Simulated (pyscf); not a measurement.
F–C(F)(F)–F (SMILES FC(F)(F)F) + H• (SMILES [H]) → HF (SMILES F) + F–C•(F)–F (SMILES F[C](F)F), an atom transfer (doublet surface; C–F broken, F–H formed). Single points on ωB97X-D3(BJ)/def2-SVP structures (PySCF, gas phase). Energies in kcal/mol from the separated reactants.

Small-basis levels: PySCF, no dispersion term, spherical d functions. GFN2-xTB: tblite. Open shells are spin-unrestricted. 

```
level                   barrier  reaction energy
----------------------  -------  ---------------
HF/STO-3G                  39.3             -6.1
HF/3-21G                   57.2            +12.3
MP2/6-31G*                 61.4            +12.6
PBE/6-31G*                 34.4             +8.7
B3LYP/STO-3G                7.9            -10.9
B3LYP/LANL2DZ              17.0            -19.6
B3LYP/6-31G*               38.4             +4.5
PBE/def2-SVP                  ?             +3.9
GFN2-xTB                      ?            +18.3
ωB97M-D3(BJ)/def2-TZVP        ?             -5.7
```

### Question
What belongs in the gaps?

### Answer

- PBE/def2-SVP, barrier: 33.6
- GFN2-xTB, barrier: 70.2
- ωB97M-D3(BJ)/def2-TZVP, barrier: 42.2

Against the last row the barrier runs from -34.3 (B3LYP/STO-3G) to +28.0 kcal/mol (GFN2-xTB). ωB97M-D3(BJ)/def2-TZVP has limits of its own. One saddle was located; it need not be the lowest between these sides. The angle at the transferred F is 180°.
